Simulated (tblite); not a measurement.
Compound: C4H8N (doublet state).
Numbering: `[H]/[N:5]=[CH:4]/[C:2]([CH3:1])[CH3:3]` (hydrogens: H6, H7, H8 on C1; H9, H10, H11 on C3; H12 on C4; H13 on N5)

Cartesian coordinates in Å at the GFN2-xTB level; atoms count from 1:
```xyz
13
C4H8N angstrom
C     -0.0822    1.4339    0.2296
C     -0.1166   -0.0327    0.0086
C     -1.4298   -0.7223    0.0788
C      1.0605   -0.7354   -0.2568
N      2.2054   -0.1295   -0.3145
H     -0.7105    1.9463   -0.5008
H      0.9402    1.7880    0.1427
H     -0.4728    1.6821    1.2179
H     -1.8862   -0.5734    1.0595
H     -2.1203   -0.3028   -0.6556
H     -1.3338   -1.7901   -0.1028
H      0.9530   -1.8185   -0.4103
H      2.9887   -0.7450   -0.5142
```

Computed with GFN2-xTB (tblite): harmonic, unscaled wavenumbers at the GFN2-xTB geometry, gas phase. Errors from tens to a few hundred cm⁻¹ against measured bands are possible. One conformer, not necessarily the lowest. Open shells enter through the occupations alone, without spin polarisation, and single modes of such species can be off by tens of per cent.

Harmonic wavenumbers (cm⁻¹): 36.9, 90.8, 202.0, 268.1, 360.5, 362.7, 567.6, 653.1, 841.1, 921.3, 964.4, 968.9, 1024.1, 1036.6, 1175.0, 1286.8, 1353.4, 1379.1, 1395.3, 1420.5, 1449.0, 1454.5, 1464.1, 1477.5, 1515.2, 2834.6, 2961.5, 2968.5, 2984.5, 2991.4, 3040.7, 3072.7, 3362.9.

A = 8537, B = 4008, C = 2822 MHz; mass 70.066 u (most abundant isotopes); point group Cs, symmetry number 1; spin multiplicity 2.

**Question.** What is the zero-point energy?

**Answer.** Half the sum of the wavenumbers: 23943 cm⁻¹ = 286.42 kJ/mol.

**Question.** Give the ideal-gas entropy at 500 K and 1 bar in the rigid-rotor, harmonic-oscillator model (classical rotation).

**Answer.** Translation 172.60, rotation 113.61, vibration 117.47, spin (R ln 2) 5.76: S = 409.4 J/(mol K).

**Question.** And Cp and H(500 K) − H(0)?

**Answer.** Cp = 149.97 J/(mol K), of which vibrations give 116.71 (their classical limit is 33 R = 274.4); H(500 K) − H(0) = 45.98 kJ/mol without the zero-point energy, 29.35 from vibrations.

**Question.** What must be added to the electronic energy to get the Gibbs energy at 500 K and 1 bar?

**Answer.** ZPE + [H(500 K) − H(0)] − T·S = 286.42 + 45.98 − 204.72 = 127.68 kJ/mol.

**Question.** Blend soft modes into free rotors: weight 1/[1 + (100 cm⁻¹/ν̃)⁴] for the oscillator and the rest for a rotor with moment μB/(μ + B), μ = h/(8π²ν), B = 10⁻⁴⁴ kg m². What vibrational entropy results?

**Answer.** 105.82 J/(mol K) in place of 117.47, which changes −T·S at 500 K by +5.83 kJ/mol.

**Question.** How do the functions run with temperature in this model?

**Answer.** 
```json
{"T (K)": "50", "S (J/(mol K))": "226.2", "Cp (J/(mol K))": "46.8", "H − H(0) (kJ/mol)": "1.99", "G − H(0) (kJ/mol)": "-9.32", "ln q(vib)": "0.50"}
{"T (K)": "100", "S (J/(mol K))": "262.1", "Cp (J/(mol K))": "58.4", "H − H(0) (kJ/mol)": "4.62", "G − H(0) (kJ/mol)": "-21.59", "ln q(vib)": "1.29"}
{"T (K)": "298.15", "S (J/(mol K))": "345.0", "Cp (J/(mol K))": "102.1", "H − H(0) (kJ/mol)": "20.42", "G − H(0) (kJ/mol)": "-82.46", "ln q(vib)": "4.21"}
{"T (K)": "373.15", "S (J/(mol K))": "369.9", "Cp (J/(mol K))": "120.6", "H − H(0) (kJ/mol)": "28.77", "G − H(0) (kJ/mol)": "-109.28", "ln q(vib)": "5.28"}
{"T (K)": "750", "S (J/(mol K))": "479.1", "Cp (J/(mol K))": "193.7", "H − H(0) (kJ/mol)": "89.30", "G − H(0) (kJ/mol)": "-270.03", "ln q(vib)": "10.56"}
{"T (K)": "1000", "S (J/(mol K))": "539.2", "Cp (J/(mol K))": "223.5", "H − H(0) (kJ/mol)": "141.69", "G − H(0) (kJ/mol)": "-397.50", "ln q(vib)": "13.92"}
```

q(vib) and H(0) count from the zero-point level.

Hindered rotation and anharmonicity are outside this model. Other conformers, if any are populated, would add a mixing term that is left out.
